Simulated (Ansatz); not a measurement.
Ansatz (a first-principles code) input (HF/6-31G*):

Ansatz 0.2 input:
```yaml
crystal:
  periodic: [false, false, false]
  atoms:
    - {symbol: P, position_ang: [-0.00000000, -0.00000000, -1.00927958]}
    - {symbol: P, position_ang: [0.00000000, 0.00000000, 1.00927958]}
basis:
  gaussian:
    orbitals: 6-31G*
hamiltonian:
  xc: {name: HF}
total_charge: -1
magnetization: {spin_polarized: true, initial_magnetization: 1}
phonons: {temperatures: {t_min: 298.15, t_max: 298.15, t_step: 100}}
```

Q: Which harmonic wavenumbers does it give?

A: 582 cm⁻¹ (unscaled; negative means imaginary).

The determinant is spin-contaminated: <S^2> is 1.24 against 0.75 for a pure state.
